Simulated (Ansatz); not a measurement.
# [AlH3]− (SMILES [AlH3-]): levels of theory compared

Wanted: a comparison of 6 runs (UB2PLYP/3-21G, U-r2SCAN/6-31G*, UPBE0/6-31G*, UCCSD/3-21G, UCCSD/6-31G*, UCCSD(T)/3-21G) of [AlH3]−. 

The calculation is run with Ansatz 0.2.0.

### Step 1. The system as given

[AlH3]− has 4 atoms, charge -1, and is taken as a doublet. SMILES: `[AlH3-]`. The H2–Al1 distance was set to 3.368 Å, away from the relaxed value. At this shape a bond of the SMILES string is far longer than usual.

Bond lengths: Al1–H3 1.685 Å, Al1–H4 1.685 Å. Angles: H3–Al1–H4 101.1°.

### Step 2. The energy at UB2PLYP/3-21G (run 1)

The input, in.yaml:

```yaml
basis:
  gaussian: {orbitals: 3-21G.json}
crystal:
  periodic: [false, false, false]
  atoms:
    - {symbol: Al, position_ang: [-0.794045, 0.156628, -1.838972]}
    - {symbol: H, position_ang: [0.471920, 0.754070, 1.224440]}
    - {symbol: H, position_ang: [-1.983095, -0.982582, -1.481212]}
    - {symbol: H, position_ang: [0.406265, -0.824282, -2.499402]}
accuracy: high
total_charge: -1
hamiltonian: {xc: {name: B2PLYP}}
magnetization: {spin_polarized: true, initial_magnetization: 1}
correlation: {frozen_orbitals: {Al: 5, H: 0}}
```

The basis set 3-21G is read from a file made from the Basis Set Exchange's data (not shown).

Run with:

```console
ansatz run in.yaml --threads 1 --pin off --max-ram 2610MiB --events-out events.jsonl --progress --plain --runs-dir runs
```

What it wrote:

```text
Warning: RAYON_NUM_THREADS=1 ignored (pool sized by the plan → 1); use --threads N
Functional definition: B2PLYP
  name "B2PLYP"
  parameter a = 0.53
  parameter c = 0.27
  exchange = (1 - a)*b88_x + a*exact_x
  correlation = (1 - c)*lyp_c + c*(mp2_os + mp2_ss)
364 factors; integrals over basis functions are off by at most 3.1e-9 eV
mean field evaluation 1: about -6599.2041 eV, gradient 8.9e0 eV
mean field evaluation 2: about -6599.2046 eV, gradient 8.9e0 eV
mean field evaluation 4: about -6600.8494 eV, gradient 1.6e0 eV
mean field evaluation 8: about -6601.1808 eV, gradient 8.1e-1 eV
mean field evaluation 16: about -6601.2095 eV, gradient 7.6e-4 eV
mean field evaluation 32: about -6601.1337 eV, gradient 1.1e0 eV
mean field -6601.20950496 eV, -242.5899748469 hartree, gradient 3.0e-8 eV, S^2 0.983254; 4 other end points of the search recorded, 0 dependent functions left out
5 core orbitals not correlated: weight in the atoms' cores, before any rotation towards them, 1.000 or more for the frozen orbitals, at most 0.000 for the correlated occupied ones
reference -6601.20952733 eV, -242.5899756689 hartree; 4, 3 occupied and 10, 11 virtual orbitals, 364 factors
second order -1.45188901 eV of doubles, -0.00000000 eV of singles
Total energy: -6601.60153736 eV, -242.6043817719 hartree
```

It took 2.2 s on 1 thread of Arm Neoverse V2, shared host; peak memory 0.11 GiB.

### Step 3. A single-point energy at U-r2SCAN/6-31G(d) (spherical functions) (run 2)

The input, run.yaml:

```yaml
crystal:
  periodic: [false, false, false]
  atoms:
    - {symbol: Al, position_ang: [-0.794045, 0.156628, -1.838972]}
    - {symbol: H, position_ang: [0.471920, 0.754070, 1.224440]}
    - {symbol: H, position_ang: [-1.983095, -0.982582, -1.481212]}
    - {symbol: H, position_ang: [0.406265, -0.824282, -2.499402]}
basis:
  gaussian: {orbitals: 6-31G_st_-spherical.json}
hamiltonian: {xc: {name: r2SCAN}}
accuracy: high
magnetization: {spin_polarized: true, initial_magnetization: 1}
total_charge: -1
```

The basis set 6-31G* is read from a file made from the Basis Set Exchange's data (not shown).

Run with:

```console
ansatz run run.yaml --threads 1 --pin off --max-ram 2610MiB --events-out events.jsonl --progress --plain --runs-dir runs
```

What it wrote:

```text
Warning: RAYON_NUM_THREADS=1 ignored (pool sized by the plan → 1); use --threads N
Functional definition: r2SCAN
  name "r2SCAN"
  parameter k0 = 0.174
  parameter k1 = 0.065
  parameter a1 = 4.9479
  exchange = r2scan_x(k0 = k0, k1 = k1, a1 = a1)
  correlation = r2scan_c
446 factors; integrals over basis functions are off by at most 3.8e-9 eV
mean field evaluation 1: about -6639.0223 eV, gradient 1.1e1 eV
mean field evaluation 2: about -6626.0795 eV, gradient 1.8e1 eV
mean field evaluation 4: about -6641.0569 eV, gradient 2.2e0 eV
mean field evaluation 8: about -6641.1899 eV, gradient 7.3e-1 eV
mean field evaluation 16: about -6641.2844 eV, gradient 3.6e-3 eV
mean field -6641.28444636 eV, -244.0627017796 hartree, gradient 9.9e-9 eV, S^2 0.929802; 1 other end points of the search recorded, 0 dependent functions left out
reference -6641.28445100 eV, -244.0627019499 hartree; 9, 8 occupied and 15, 16 virtual orbitals, 446 factors
Total energy: -6641.28445100 eV, -244.0627019499 hartree
```

Run time: 4.2 s. Hardware: 1 thread of Arm Neoverse V2, shared host; peak memory 0.18 GiB.

### Step 4. The energy at UPBE0/6-31G(d) (spherical functions) (run 3)

The input, molecule.yaml:

```yaml
crystal:
  periodic: [false, false, false]
  atoms:
    - {symbol: Al, position_ang: [-0.794045, 0.156628, -1.838972]}
    - {symbol: H, position_ang: [0.471920, 0.754070, 1.224440]}
    - {symbol: H, position_ang: [-1.983095, -0.982582, -1.481212]}
    - {symbol: H, position_ang: [0.406265, -0.824282, -2.499402]}
basis:
  gaussian:
    orbitals: 6-31G_st_-spherical.json
total_charge: -1
accuracy: high
hamiltonian:
  xc: pbe0
magnetization:
  spin_polarized: true
  initial_magnetization: 1
```

The basis set 6-31G* is read from a file made from the Basis Set Exchange's data (not shown).

Run with:

```console
ansatz run molecule.yaml --threads 1 --pin off --max-ram 2610MiB --events-out events.jsonl --progress --plain --runs-dir runs
```

What it wrote:

```text
Warning: RAYON_NUM_THREADS=1 ignored (pool sized by the plan → 1); use --threads N
Functional definition: PBE0
  name "PBE0"
  parameter a = 0.25
  parameter kappa = 0.804
  parameter beta = 0.06672455060314922
  exchange = (1 - a)*pbe_x(kappa = kappa, mu = beta*pi^2/3) + a*exact_x
  correlation = pbe_c(beta = beta)
446 factors; integrals over basis functions are off by at most 3.8e-9 eV
mean field evaluation 1: about -6636.7374 eV, gradient 9.8e0 eV
mean field evaluation 2: about -6626.1777 eV, gradient 1.8e1 eV
mean field evaluation 4: about -6638.5410 eV, gradient 1.6e0 eV
mean field evaluation 8: about -6638.6326 eV, gradient 9.1e-1 eV
mean field evaluation 16: about -6638.7239 eV, gradient 2.1e-4 eV
mean field -6638.72390339 eV, -243.9686035609 hartree, gradient 2.5e-8 eV, S^2 0.896091; 2 other end points of the search recorded, 0 dependent functions left out
reference -6638.72390599 eV, -243.9686036563 hartree; 9, 8 occupied and 15, 16 virtual orbitals, 446 factors
Total energy: -6638.72390599 eV, -243.9686036563 hartree
```

Run time: 1.7 s. Hardware: 1 thread of Arm Neoverse V2, shared host; peak memory 0.11 GiB.

Runs 4 to 5 aren't shown in full; the table further down has their settings and results.

### Step 5. A single-point energy at UCCSD(T)/3-21G (run 6)

The input, in.yaml:

```yaml
crystal:
  periodic: [false, false, false]
  atoms:
    - {symbol: Al, position_ang: [-0.794045, 0.156628, -1.838972]}
    - {symbol: H, position_ang: [0.471920, 0.754070, 1.224440]}
    - {symbol: H, position_ang: [-1.983095, -0.982582, -1.481212]}
    - {symbol: H, position_ang: [0.406265, -0.824282, -2.499402]}
basis:
  gaussian: {orbitals: 3-21G.json}
total_charge: -1
magnetization: {spin_polarized: true, initial_magnetization: 1}
correlation: {method: ccsd_t, frozen_orbitals: {Al: 5, H: 0}}
accuracy: high
scf: {omitted_lower_state_checks: [cluster_reference, increment]}
```

The basis set 3-21G is read from a file made from the Basis Set Exchange's data (not shown).

Run with:

```console
ansatz run in.yaml --threads 1 --pin off --max-ram 2610MiB --events-out events.jsonl --progress --plain --runs-dir runs
```

What it wrote:

```text
Warning: RAYON_NUM_THREADS=1 ignored (pool sized by the plan → 1); use --threads N
[... 14 lines left out ...]
5 core orbitals not correlated: weight in the atoms' cores, before any rotation towards them, 1.000 or more for the frozen orbitals, at most 0.000 for the correlated occupied ones
[... 46 lines left out ...]
Total energy: -6591.89582956 eV, -242.2477035889 hartree
Checks for a lower state left out: cluster_reference, increment
```

It took 0.28 s on 1 thread of Arm Neoverse V2, shared host.

### Step 6. All runs side by side

```tsv
run	level	frozen core orbitals	energy (Eh)	⟨S²⟩	wall time
1	UB2PLYP/3-21G	5	-242.604382	0.983	2.2 s
2	U-r2SCAN/6-31G* (spherical functions)	–	-244.062702	0.930	4.2 s
3	UPBE0/6-31G* (spherical functions)	–	-243.968604	0.896	1.7 s
4	UCCSD/3-21G	5	-242.246104	1.174	0.26 s
5	UCCSD/6-31G* (spherical functions)	5	-243.588357	1.184	0.54 s
6	UCCSD(T)/3-21G	5	-242.247704	1.174	0.28 s
```

### Step 7. Summary of results

| quantity | value |
| --- | --- |
| run 6: total energy | -242.24770 Eh |
| run 6: correlation energy (5 core orbitals frozen) | -62.0 mEh |
| run 6: (T) correction | -1.60 mEh |
| run 6: ⟨S²⟩ of the reference determinant | 1.174 |
| run 6: T1 diagnostic | 0.087 |

In words: Totals of different functionals can't be ranked against each other. Spin contamination of the reference: run 5 ⟨S²⟩ = 1.18, run 4 ⟨S²⟩ = 1.17, run 6 ⟨S²⟩ = 1.17, run 1 ⟨S²⟩ = 0.98, run 2 ⟨S²⟩ = 0.93, run 3 ⟨S²⟩ = 0.90. All runs together took 9.2 s, the longest 4.2 s.
